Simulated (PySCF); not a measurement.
## CO + 2 HCl → H₂CO + Cl₂

Level: B3LYP in the def2-TZVP basis family, all electrons, no relativity, computed in PySCF with density fitting; open shells unrestricted.

```csv
species,state and structure,E (Eh),ZPE (kJ/mol),H(298 K) − H(0) (kJ/mol),S° (J/(mol K))
CO,"singlet, C∞v, C–O 1.125 Å",-113.36252,13.3,8.7,197.6
HCl,"singlet, C∞v, H–Cl 1.282 Å",-460.83511,17.6,8.7,186.7
H₂CO,"singlet, C2v, C–H 1.107 Å (×2), C–O 1.199 Å; H–C–H 115.9°, H–C–O 122.0° (×2)",-114.55428,69.7,10.0,218.6
Cl₂,"singlet, D∞h, Cl–Cl 2.014 Å",-920.42200,3.2,9.2,223.0
```

(1) What is the electronic reaction energy?

(2) Add zero-point, thermal and entropy terms for 298.15 K and 1 bar.

## Answers

(1) At B3LYP/def2-TZVP, ΔE = 148.2 kJ/mol from the differences of the total energies times 2625.5, uphill. 

(2) ΔZPE = 24.4 and Δ[H(298) − H(0)] = -6.9 kJ/mol give ΔH° = 165.7 kJ/mol. ΔS° = -129.4 J/(mol K), so ΔG° = 165.7 − 298.15 × (-0.1294) = 204 kJ/mol.

Each species is the lowest minimum found with this bonding; other isomers or fragments can lie lower.
